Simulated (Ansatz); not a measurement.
**C2H (doublet): from Hartree-Fock to the top rungs, cc-pVDZ**

How much of the correlation energy of C2H (doublet) does each wave-function method recover here?

Program: Ansatz 0.2.0, Gaussian basis. Level of theory: cc-pVDZ, core rule «outside noble gas», up to 2 orbitals frozen. These are calculated values, not measurements.

The runs, in order: UHF; CCSD(T) on ROHF; CCSD(T) on UHF; BCCD(T) on ROHF; CISD; CCSDT(Q) on ROHF; CCSDT(Q) on UHF; CISDTQ; CCSDTQ on ROHF; CCSDTQ on UHF; CASSCF and MRCISD+Q, 9 electrons in 9 orbitals; CASSCF and NEVPT2, 9 electrons in 9 orbitals.

18 further runs of the same task are left out: 1 that didn't finish, 17 set aside as unsound or not needed.

## (1) The geometry

The geometry is an MP2(full)/6-31G* stationary point (not a proven minimum).

3 atoms, charge 0, spin multiplicity 2.

Atoms are counted from 1 here; the program's logs count them from 0.

Bond lengths: C1–C2 1.180 Å, C1–H3 1.065 Å. Angles: C2–C1–H3 180.0°.

Coordinates:

```xyz
3
C2H
C     0.00000    0.00000    0.03841
C     0.00000    0.00000   -1.14138
H     0.00000    0.00000    1.10298
```

## (2) UHF

Input file in.yaml:

```yaml
crystal:
  periodic: [false, false, false]
  atoms:
    - {symbol: C, position_ang: [0.000000, 0.000000, 0.038407]}
    - {symbol: C, position_ang: [0.000000, 0.000000, -1.141383]}
    - {symbol: H, position_ang: [0.000000, 0.000000, 1.102977]}
basis:
  gaussian: {orbitals: cc-pVDZ}
magnetization: {spin_polarized: true, initial_magnetization: 1}
hamiltonian: {xc: hf}
output: {orbitals: {seedname: orbitals}}
```

The run is started by

```bash
$ ansatz run in.yaml --threads 1 --pin off --events-out ev --progress --plain --max-ram 2880MiB --backend cpu
```

Further steps of the session: CCSD(T) on ROHF; CCSD(T) on UHF; BCCD(T) on ROHF; CISD; CCSDT(Q) on ROHF; CCSDT(Q) on UHF; CISDTQ; CCSDTQ on ROHF; CCSDTQ on UHF; CASSCF and MRCISD+Q, 9 electrons in 9 orbitals; CASSCF and NEVPT2, 9 electrons in 9 orbitals.

**Question.** What will the summary of the whole plan be? Wanted: UCCSDTQ below the RHF energy; RMP2 from UCCSDTQ; UMP2 from UCCSDTQ; RCCSD from UCCSDTQ; RCCSD(T) from UCCSDTQ; UCCSD(T) from UCCSDTQ; RCCSDT(Q) from UCCSDTQ; UCCSDT(Q) from UCCSDTQ; NEVPT2 valence from UCCSDTQ.

**Answer**, as computed:

| quantity | value |
| --- | --- |
| UCCSDTQ below the RHF energy | -6.9471 eV |
| RMP2 from UCCSDTQ | +19.93 kcal/mol |
| UMP2 from UCCSDTQ | +27.95 kcal/mol |
| RCCSD from UCCSDTQ | +7.36 kcal/mol |
| RCCSD(T) from UCCSDTQ | +1.00 kcal/mol |
| UCCSD(T) from UCCSDTQ | +1.39 kcal/mol |
| RCCSDT(Q) from UCCSDTQ | -0.05 kcal/mol |
| UCCSDT(Q) from UCCSDTQ | -0.03 kcal/mol |
| NEVPT2 valence from UCCSDTQ | +16.51 kcal/mol |
| MRCISD+Q valence from UCCSDTQ | +0.19 kcal/mol |
| levels within 1 kcal/mol (43 meV) | RCCSD(T), RCCSDT, UCCSDT, CISDTQ, RCCSDT(Q), UCCSDT(Q), RCCSDTQ, MRCISD+Q valence |
| T1 diagnostic | 0.027 |
| effectively unpaired electrons | 1.09 |

What this shows: RCCSD(T) misses by +1.00 kcal/mol, 0.6 % of the correlation energy. One determinant dominates. Of the multireference levels listed MRCISD+Q valence comes nearest in total energy (+0.19 kcal/mol), which doesn't show that its space is the better one. These misses are within one basis, not against nature; the frozen cores of restricted and unrestricted runs differ, which can shift their rows.
